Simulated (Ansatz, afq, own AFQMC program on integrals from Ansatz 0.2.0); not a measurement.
## NHO, triplet: AFQMC among the cluster methods

```xyz
3

N     0.0000   -0.1143    0.5406
O     0.0000    0.0568   -0.5480
H     0.0000    0.6855    1.1867
```

Connectivity, by distances: NH–O.

Basis cc-pVDZ. Noble-gas cores (and the filled d shells of Ga–Kr and In–Xe) are frozen. AFQMC by an in-house program on the Cholesky factors that Ansatz 0.2.0 writes for its CCSD(T) run. The CISD trial takes its coefficients from CCSD amplitudes. Released means that phaseless walkers are propagated on without the constraint, phases kept. ± is one standard error of the sampling.

Determinant: UHF, the one that the program's search chose, which needn't be the lowest solution. The geometry is a point of a scan.

No full CI on the walks' own integrals is used here; CCSDT(Q) serves as the reference and is uncertain by about the last step of the cluster series.

Cautions: lower spins were not checked.

The T1 diagnostic is 0.0147. The weight of the determinant in the CISD state is 0.910 and the ⟨S²⟩ of the determinant is 2.023. The size of the correlated space is 12 electrons in 31 orbitals.

Reference: CCSDT(Q), correlation energy -8.968 eV. The released energy is read at 2.40 1/Eh (meV from the phaseless value at times in 1/Eh: -1 ± 13 at 0.24, 14 ± 9 at 0.51, -9 ± 15 at 0.99, -26 ± 17 at 1.62, -25 ± 21 at 2.40).

```tsv
level	E − E(reference) (kJ/mol)	share of correlation (%)
HF	865.3	0.00
MP2	62.7	92.76
CCSD	23.2	97.32
CCSD(T)	3.4	99.61
CCSDT	2.5	99.72
ph-AFQMC/HF	13.5 ± 6.8	98.44
ph-AFQMC/CISD	2.4 ± 1.4	99.72
released AFQMC	0.0 ± 2.0	100.00
```

A walk keeps the symmetry of its determinant, which the program's search chose and which needn't be the lowest solution, so a lower state of the same spin and another symmetry isn't excluded. Released energies are given only where the last usable release times agree within the noise; a slower fall can still hide under it.
